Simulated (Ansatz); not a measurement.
Results of HSE06 (plane waves, PAW; Ansatz, a first-principles code) for bcc Nb.

Run with plane-wave cutoff 500 eV, 10×10×10 k mesh, Fermi–Dirac smearing 0.1 eV, no spin polarisation, scalar-relativistic PAW data made under PBE.

Computed at the level's own relaxed cell.

Problem. Give the computed equilibrium volume per atom and lattice parameter a.

Solution. 
- equilibrium volume per atom = 17.93 Å³/atom
- lattice parameter a = 3.298 Å

Measured, for comparison: equilibrium volume per atom 17.87 Å³/atom, lattice constant a 3.294 Å (static lattice: zero-point anharmonic expansion removed; as tabulated in Mejia-Rodriguez and Trickey (2018), arXiv:1807.09216). Computed (rounded) less measured: equilibrium volume per atom +0.3 %, lattice constant a +0.1 %.

Note: exact exchange on metals is sensitive to the k mesh and can open a false gap; the run warned that the count of filled bands differs between k points.

The computed numbers hold no vibrational or temperature effects.

It cost very roughly 4 core-minutes of CPU time.
